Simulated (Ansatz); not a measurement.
System: C₂H₄, charge 1, doublet. C2H4+ (parent SMILES C=C, doublet).
B3LYP-D3(BJ)/def2-TZVP minimum from Ansatz (an electronic-structure program):
```xyz
6

C      0.0110     0.0066     0.6937
C     -0.0110    -0.0066    -0.6937
H     -0.2087     0.9161     1.2520
H      0.2486    -0.8922     1.2619
H      0.2120     0.8913    -1.2692
H     -0.2520    -0.9152    -1.2447
```
Charge +1, spin multiplicity 2.

Total energies in aug-cc-pVDZ, 11 correlated electrons, 2 frozen orbitals. UHF or UKS for unpaired electrons; spin-orbit terms are left out. Correlated methods leave the cores frozen. No relativity.

| method | program | energy (Eh) | minus CCSDT(Q) (mEh) |
|---|---|---|---|
| HF | Ansatz | -77.71837 | 272.00 |
| MP2 | Ansatz | -77.94694 | 43.42 |
| CCSD | Ansatz | -77.98206 | 8.31 |
| CCSD(T) | Ansatz | -77.98909 | 1.28 |
| CCSDT(Q) | Ansatz | -77.99037 | 0.00 |

Rough core times of Ansatz's runs on a shared machine: CCSD(T) under 20 s, CCSDT(Q) 6 min.
